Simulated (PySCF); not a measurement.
## Working out the electron affinity of C

C⁻ [He] 2s2 2p3 (4S) → C [He] 2s2 2p2 (3P). Computed with PySCF 2.14 in aug-cc-pV5Z (7s6p5d4f3g2h, 127 functions), with no relativity, point nucleus. Frozen: 1s2. Energies in hartree (1 hartree = 27.21139 eV):

```json
{"part": "UHF", "C⁻ (lower)": "-37.710263", "C (upper)": "-37.693690"}
{"part": "MP2 opposite-spin", "C⁻ (lower)": "-0.071986", "C (upper)": "-0.060647"}
{"part": "MP2 same-spin", "C⁻ (lower)": "-0.033457", "C (upper)": "-0.013775"}
```

Problem. What does Hartree-Fock give?

Solution. (-37.693690) − (-37.710263) = 0.016573 hartree = 0.451 eV.

Problem. What do MP2 and SCS-MP2 (6/5 opposite-spin, 1/3 same-spin) give?

Solution. The opposite-spin parts differ by 0.309 eV and the same-spin parts by 0.536 eV. MP2: 0.451 + (0.309) + (0.536) = 1.296 eV. SCS-MP2: 0.451 + 1.2 × (0.309) + (0.536)/3 = 1.000 eV.

A first-order spin-orbit estimate adds -0.004 eV to MP2 (valence), giving 1.292 eV against 1.262 eV (measured; photodetachment measurements, as compiled on the Wikipedia data page of electron affinities).

What remains against the reference includes basis incompleteness, the frozen core and correlation beyond second order.
